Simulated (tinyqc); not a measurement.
Inside a calculation. Method: Hueckel theory of the pi electrons with the omega technique, for the molecule C=CC=C (SMILES; centres numbered as the heavy atoms are written). One step of it, computed by the program tinyqc.

Problem. Orbitals, round 1. Diagonalise; E = alpha + x beta with beta < 0, so the largest x are filled first; degenerate levels share their electrons. P = sum n_i c_ri c_si; each orbital has its largest coefficient positive (the first on a tie).

Hueckel matrix in units of beta (H = alpha + beta A):
```
,1C,2C,3C,4C
1C,0.000000,1.000000,0.000000,0.000000
2C,1.000000,0.000000,1.000000,0.000000
3C,0.000000,1.000000,0.000000,1.000000
4C,0.000000,0.000000,1.000000,0.000000
```

pi electrons, sum of z_r less the charge = 4

Give: x values; occupations; coefficients; charge and bond-order matrix P.

Solution.

x values: 1.6180  0.6180  -0.6180  -1.6180

occupations: 2.0000  2.0000  0.0000  0.0000

coefficients:
```
,MO1,MO2,MO3,MO4
1C,0.3717,0.6015,0.6015,-0.3717
2C,0.6015,0.3717,-0.3717,0.6015
3C,0.6015,-0.3717,-0.3717,-0.6015
4C,0.3717,-0.6015,0.6015,0.3717
```

charge and bond-order matrix P:
```
,1C,2C,3C,4C
1C,1.0000,0.8944,0.0000,-0.4472
2C,0.8944,1.0000,0.4472,0.0000
3C,0.0000,0.4472,1.0000,0.8944
4C,-0.4472,0.0000,0.8944,1.0000
```
